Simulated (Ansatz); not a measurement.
# Osmium, hcp: convergence with the plane-wave cutoff

Computed with Ansatz, PBE, scalar-relativistic PAW, on the relaxed cell (a = 2.756 Å, c = 4.343 Å (c/a = 1.576); spin not included). Errors count from a run at 420 eV on a Γ-centred 21×21×12 mesh with Fermi-Dirac smearing of 0.1 eV, extrapolated to zero width. Fixed here: mesh 13×13×7, Fermi-Dirac width 0.1 eV. The pressure holds a Pulay correction and is unreliable far below the recommended cutoff. The SCF starts from atomic densities corrected by a trained network.

| cutoff (eV) | E(σ→0) error (meV/atom) | P (GPa) | SCF iterations |
| --- | --- | --- | --- |
| 150 | 31838.3 | -108.66 | 6 |
| 200 | 7370.1 | -13.19 | 6 |
| 250 | 1149.4 | 6.07 | 6 |
| 300 | 125.9 | -1.07 | 6 |
| 350 | 7.0 | -0.09 | 6 |
| 420 | -0.7 | -0.04 | 6 |
| 500 | -2.9 | -0.09 | 6 |
| 600 | -3.4 | -0.09 | 6 |
| 800 | -3.5 | -0.09 | 6 |

Within 5 meV/atom of the last row: from 420 eV on.
